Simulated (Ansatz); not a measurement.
C5H8, SMILES `CC=C=CC`. Charge 0, multiplicity 1.

Cartesian coordinates in Å:
```
C 2.083 1.086 -0.004
C 1.256 0.014 0.635
C 0.171 -0.495 0.124
C -0.916 -0.996 -0.389
C -2.297 -0.467 -0.151
H 2.148 1.966 0.643
H 1.659 1.393 -0.960
H 3.106 0.738 -0.175
H 1.596 -0.365 1.599
H -0.824 -1.865 -1.039
H -2.279 0.398 0.511
H -2.934 -1.235 0.300
H -2.769 -0.172 -1.093
```

Q: What are the harmonic wavenumbers in cm⁻¹ at PBE0-D4/def2-TZVP (Ansatz, finite differences of forces, unscaled)? (Estimate.)

A: The calculation gave: 138, 154, 173, 229, 297, 548, 575, 714, 836, 905, 971, 1053, 1056, 1093, 1107, 1170, 1305, 1396, 1398, 1447, 1474, 1475, 1484, 1514, 2082, 3041, 3042, 3098, 3098, 3128, 3130, 3148, 3149.

Q: Is this a minimum?

A: Yes, all 33 modes are real.

Q: Give the ideal-gas thermochemistry at 298.15 K and 1 bar (rigid rotor, harmonic oscillator; point group C2, symmetry number 2).

A: Zero-point energy 295.7 kJ/mol; H(298) − E = 315.2 kJ/mol; entropy 319.4 J/(mol·K), of which translation 161.5, rotation 101.9, vibration 56.0; G(298) − E = 220.0 kJ/mol.

Q: And at 400, 500, 600, 800 and 1000 K?

A: 
```
T (K)  H − E (kJ/mol)  S (J/mol/K)  G − E (kJ/mol)
  400           326.6        352.2           185.7
  500           340.2        382.5           149.0
  600           356.0        411.1           109.3
  800           392.5        463.4            21.7
 1000           434.4        510.1           -75.7
```
